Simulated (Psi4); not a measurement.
# PBE/aug-cc-pVTZ run of OH− (hydroxide)

What is the energy change on altering one bond length of OH− (hydroxide) at PBE/aug-cc-pVTZ? 

Program for the calculation: Psi4 1.11.

2 further runs of the same task are left out: 2 set aside as unsound or not needed.

### 1 The system as given

The species is OH− (2 atoms), meant as a singlet with charge -1. SMILES: `[OH-]`. The coordinates come from a PBE0-D4/def2-TZVPD relaxation.

Bond lengths: O1–H2 0.964 Å.

### 2 A single-point energy at PBE/aug-cc-pVTZ

The input, job.inp:

```
memory 1600 mb

molecule {
  -1 1
  O      0.411800    -0.131800     0.212500
  H     -0.411800     0.131800    -0.212500
  symmetry c1
  no_reorient
  no_com
}

set {
  basis                aug-cc-pVTZ
  puream               true
  e_convergence        1e-09
  d_convergence        1e-08
  scf_type             pk
  dft_radial_points    99
  dft_spherical_points 590
}

e, wfn = energy('pbe', return_wfn=True)
oeprop(wfn, 'DIPOLE', 'WIBERG_LOWDIN_INDICES', 'MAYER_INDICES')
```

Command:

```console
psi4 -i job.inp -o job.out -n 1
```

job.out:

```text
[...]
  Running in c1 symmetry.
[...]
  Nuclear repulsion =    4.393567039872163
[...]
  Multiplicity = 1
[...]
  Nalpha       = 5
  Nbeta        = 5
[...]
    Number of basis functions: 69
[...]
   @RKS iter   1:   -75.32880415352810    9.29495e-03   1.49144e-02 DIIS/ADIIS
[...]
   @RKS iter  11:   -75.75420683044091   -1.37845e-12   9.29455e-10 DIIS
[...]
    Orbital Energies [Eh]
    ---------------------
    Doubly Occupied:
       1A    -18.406357     2A     -0.519795     3A     -0.053171
       4A      0.080991     5A      0.080991
[...]
  @RKS Final Energy:   -75.75420683044091
   => Energetics <=
    Nuclear Repulsion Energy =              4.3935670398721633
    One-Electron Energy =                -116.2180416445488902
    Two-Electron Energy =                  45.0927020852821130
    DFT Exchange-Correlation Energy =      -9.0224343110462950
    Empirical Dispersion Energy =           0.0000000000000000
    VV10 Nonlocal Energy =                  0.0000000000000000
    Total Energy =                        -75.7542068304409071
[...]
 Multipole Moments:
 ------------------------------------------------------------------------------------
     Multipole            Electronic (a.u.)      Nuclear  (a.u.)        Total (a.u.)
 ------------------------------------------------------------------------------------
 L = 1.  Multiply by 2.5417464519 to convert [e a0] to [Debye]
 Dipole X            :         -6.5052782            5.4473245           -1.0579537
 Dipole Y            :          2.0820682           -1.7434613            0.3386068
 Dipole Z            :         -3.3569005            2.8109676           -0.5459329
 Magnitude           :                                                    1.2377251
[...]
```

It took 3.6 s on 1 thread of Intel Xeon 6975P-C (Granite Rapids), shared host; peak memory 0.5 GiB.

### 3 The distorted shape: energy and gradient at PBE/aug-cc-pVTZ

The input, run.py:

```python
import numpy as np
from ase.calculators.psi4 import Psi4
from ase import Atoms

a = Atoms(['O', 'H'], positions=[
    [0.823580, -0.263594, 0.424990],
    [-0.411800, 0.131800, -0.212500],
])
calc = Psi4(atoms=a, method='pbe', basis='aug-cc-pVTZ', memory='1600MB', num_threads=1, charge=-1, multiplicity=1, label='calc')
calc.psi4.set_options({'puream': True, 'e_convergence': 1e-09, 'd_convergence': 1e-08, 'scf_type': 'pk', 'dft_radial_points': 99, 'dft_spherical_points': 590})
a.calc = calc

forces = a.get_forces()
print(f'energy: {a.get_potential_energy():.6f} eV')
print('forces / eV A^-1')
print(np.round(forces, 5))
```

Command:

```console
python run.py
```

calc.dat:

```text
[...]
  Running in c1 symmetry.
[...]
  Nuclear repulsion =    2.929091603626577
[...]
  Multiplicity = 1
[...]
  Nalpha       = 5
  Nbeta        = 5
[...]
    Number of basis functions: 69
[...]
   @RKS iter   1:   -75.18889669904637    2.35769e-02   1.52666e-02 DIIS/ADIIS
[...]
   @RKS iter  11:   -75.68076654863012   -2.26379e-11   3.62260e-09 DIIS
[...]
    Orbital Energies [Eh]
    ---------------------
    Doubly Occupied:
       1A    -18.455649     2A     -0.474674     3A     -0.038197
       4A      0.073105     5A      0.073105
[...]
  @RKS Final Energy:   -75.68076654863012
   => Energetics <=
    Nuclear Repulsion Energy =              2.9290916036265768
    One-Electron Energy =                -113.2331690863636879
    Two-Electron Energy =                  43.4966036575165020
    DFT Exchange-Correlation Energy =      -8.8732927234095005
    Empirical Dispersion Energy =           0.0000000000000000
    VV10 Nonlocal Energy =                  0.0000000000000000
    Total Energy =                        -75.6807665486301175
[...]
 Multipole Moments:
 ------------------------------------------------------------------------------------
     Multipole            Electronic (a.u.)      Nuclear  (a.u.)        Total (a.u.)
 ------------------------------------------------------------------------------------
 L = 1.  Multiply by 2.5417464519 to convert [e a0] to [Debye]
 Dipole X            :          1.0340695           -1.0891318           -0.0550624
 Dipole Y            :         -0.3309628            0.3485860            0.0176232
 Dipole Z            :          0.5336082           -0.5620219           -0.0284137
 Magnitude           :                                                    0.0644188
[...]
  -Total Gradient:
     Atom            X                  Y                   Z
    ------   -----------------  -----------------  -----------------
       1        0.084380324125    -0.027006648867     0.043542564091
       2       -0.084380314840     0.027006645895    -0.043542559299
[...]
```

On the terminal:

```text
energy: -2059.378553 eV
forces / eV A^-1
[[-4.33901  1.38874 -2.23905]
 [ 4.33901 -1.38874  2.23905]]
```

Run time: 4.8 s. Hardware: 1 thread of Intel Xeon 6975P-C (Granite Rapids), shared host; peak memory 0.51 GiB.

### 4 Summary of results

Level: PBE/aug-cc-pVTZ.

| quantity | value |
| --- | --- |
| first shape: total energy | -75.75421 Eh |
| first shape: HOMO energy | 2.20 eV |
| first shape: LUMO energy | 3.69 eV |
| first shape: HOMO–LUMO gap (to an unbound level, set by the basis) | 1.49 eV |
| distorted shape: total energy | -75.68077 Eh |
| distorted shape: HOMO energy | 1.99 eV |
| distorted shape: LUMO energy | 3.36 eV |
| distorted shape: HOMO–LUMO gap (to an unbound level, set by the basis) | 1.37 eV |
| distorted shape: largest force on an atom | 5.076 eV/Å |
| energy change with the O1–H2 bond stretched from 0.964 to 1.445 Å | 1.998 eV |

What this shows: With the O1–H2 bond stretched from 0.964 to 1.445 Å the energy rises by 2.00 eV (46 kcal/mol). The first shape isn't relaxed at this level, so the change isn't measured from a minimum. The HOMO (first shape) lies at positive energy, 2.20 eV, as semi-local functionals often give for anions; only total energies tell whether the electron is bound. The HOMO (distorted shape) lies at positive energy, 1.99 eV, as semi-local functionals often give for anions; only total energies tell whether the electron is bound.
